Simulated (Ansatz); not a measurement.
fcc Pb, treated with rVV10 (Ansatz, a first-principles code, PAW).

Settings: plane-wave cutoff 500 eV, 26×26×26 k mesh, Fermi–Dirac smearing 0.1 eV, scalar-relativistic PAW data made under PBE.

Computed at the level's own relaxed cell.

Task: Give the computed equilibrium volume per atom and equilibrium lattice constant a.

Result: 
- equilibrium volume per atom: 32.44 Å³/atom
- equilibrium lattice constant a: 5.063 Å

Measured, for comparison: equilibrium volume per atom 29.45 Å³/atom (low-temperature or extrapolated to 0 K; zero-point anharmonic expansion removed; as tabulated in Csonka et al. (2009), arXiv:0903.4037); lattice constant a 4.902 Å (low-temperature or extrapolated to 0 K; zero-point anharmonic expansion removed, our sources range from 4.902 to 4.912; as tabulated in Csonka et al. (2009), arXiv:0903.4037). Computed (rounded) less measured: equilibrium volume per atom +10.2 %, lattice constant a +3.3 % (+3.1 % to +3.3 % over the range).

Spin–orbit coupling is not included; it can shift volumes and moduli of such heavy elements.

Cost on a shared machine: about 50 core-seconds (a rough figure).
